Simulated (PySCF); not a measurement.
## What an electron can do to CN

PBE0 in PySCF with def2-TZVP on every atom, for the lowest determinant that a PBE0 search found; no spin–orbit coupling.

| species | state (unpaired electrons) | Re (Å) | ωe (cm⁻¹) | energy of the minimum from the neutral (eV) | De (eV) | dissociates to |
| --- | --- | --- | --- | --- | --- | --- |
| CN | doublet (σ ↑) | 1.160 | 2184 | 0.00 | 7.74 | C + N |
| CN⁺ | triplet (σ ↑, π ↑) | 1.226 | 1842 | 13.93 | 5.33 | C⁺ + N |

Task: Work out the lowest energy to break CN into atoms, from its vibrational ground state.

Result: D0 = De − ωe/2 = 7.74 − 0.14 = 7.60 eV (PBE0/def2-TZVP).

Task: Work out the ionisation energy of the C atom at this level and the threshold of dissociative ionisation.

Result: IE(C) = 13.93 + 5.33 − 7.74 = 11.52 eV, so C⁺ + N + e⁻ appears at D0 + IE(C) = 19.12 eV (PBE0/def2-TZVP). The measured IE(C) is 11.26 eV (NIST ASD).

These are thermodynamic thresholds; the onsets seen under electron impact lie higher where the geometry changes, and cross-sections peak well above them.

For an ion De counts to the pair picked by the measured ionisation energies or electron affinities, which need not be the lowest pair at this level. States were picked by a PBE0 search and need not be the measured ground states.
